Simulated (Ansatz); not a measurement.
Relaxation of C3H4N (8 atoms, charge 1, multiplicity 1), to a largest force component of 0.02 eV/Å in at most 50 steps.

All numbers below come from RKS revPBE/6-31G* in Ansatz 0.2.0.

```xyz
8
Properties=species:S:1:pos:R:3:forces:R:3
C 0.603 1.486 -1.210 2.04 3.93 -3.56
N 0.098 0.775 -0.466 -2.58 0.48 1.64
C -0.517 -0.028 0.408 -2.71 0.49 1.80
C -0.071 -1.252 0.688 -0.24 -1.23 0.77
H 1.071 2.145 -1.900 0.24 0.63 -0.50
H 0.499 -0.165 -0.272 2.86 -3.05 -0.50
H 0.810 -1.669 0.226 0.70 -0.92 -0.07
H -0.593 -1.872 1.399 -0.32 -0.35 0.42
```

Where does it end, and by what steps?

It converged. Limits of this set-up: the dipole of an ion depends on the origin. After 15 steps the energy has fallen by 6.140 eV; C3 moved furthest, 1.46 Å. Parted: N2–H6.

```
step  energy less start (eV)  largest force component (eV/Å)  accepted
   0                  0.0000                           3.933       yes
   1                 -0.6766                           1.662       yes
   2                 -0.9567                           0.950       yes
   3                 -1.1473                           1.021       yes
   4                 -1.3737                           2.478       yes
   5                 -1.9388                           4.363       yes
   6                 -3.3148                           5.232       yes
   7                 -4.8645                           3.260       yes
   8                 -5.6689                           2.854       yes
   9                 -5.9131                           1.106       yes
  10                 -6.0725                           0.781       yes
  11                 -5.9418                           2.955        no
  12                 -6.1214                           0.316       yes
  13                 -6.1328                           0.157       yes
  14                 -6.1390                           0.180       yes
  15                 -6.1395                           0.016       yes
```

```xyz
8
Properties=species:S:1:pos:R:3
C 0.191 1.760 -1.049
N 0.392 0.690 -0.643
C 0.687 -0.591 -0.199
C -0.108 -1.216 0.696
H -0.005 2.762 -1.421
H 1.596 -1.003 -0.647
H 0.156 -2.226 1.022
H -1.010 -0.756 1.112
```

Run time: 27 s on 1 thread of Arm Neoverse V1, with other jobs on the host, peak memory 0.12 GiB.
